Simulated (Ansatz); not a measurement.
C3H7FO can be A, `COCCF`, or B, `CCC(O)F`.

Computed with Ansatz on PBE0-D4/def2-TZVP structures; ΔE is electronic, products minus reactants. CCSD(T)/CBS is the MP2 limit (def2-TZVPP, def2-QZVPP) plus CCSD(T) − MP2 in def2-TZVPP, frozen cores. Functionals use def2-TZVPP. B3LYP here is the variant with VWN-RPA as its local correlation; programs differ in this. One conformer a species, not always the lowest.

(1) Which is lower in electronic energy at CCSD(T)/CBS, and by how much? (Best estimate.)

(2) Give E(B) − E(A) in kJ/mol with r2SCAN-D4, HF/def2-TZVPP, CCSD(T)/def2-TZVPP, CCSD(T)/def2-SVP, ωB97M-V, B3LYP-D4, MP2/def2-TZVPP. (An estimate is asked.)

(3) Does the order hold for the free energy at 298.15 K (harmonic terms from PBE0-D4)? (Best estimate.)

Largest T1 diagnostic: 0.011.

Results:

(1) Computed: B, by 99.5 kJ/mol.

(2) Computed: r2SCAN-D4 -99.1, HF/def2-TZVPP -89.1, CCSD(T)/def2-TZVPP -97.5, CCSD(T)/def2-SVP -98.0, ωB97M-V -97.9, B3LYP-D4 -89.4, MP2/def2-TZVPP -103.3. None reverses the order clearly.

(3) The calculation gave: Yes: G(B) − G(A) = -97.5 kJ/mol, for one conformer each.

Leaving LDA and LC-ωPBE aside and taking each functional with its dispersion term where it has one, the values, not all of them listed here, spread over 16.3 kJ/mol, from PBE-QIDH to BLYP-D4. LDA lies −7.5 kJ/mol from PBE without D4. In def2-TZVPP, CCSD(T) changes the Hartree–Fock value by −8.4 kJ/mol (the triples alone add −0.6 kJ/mol) and MP2 by −14.2 kJ/mol.
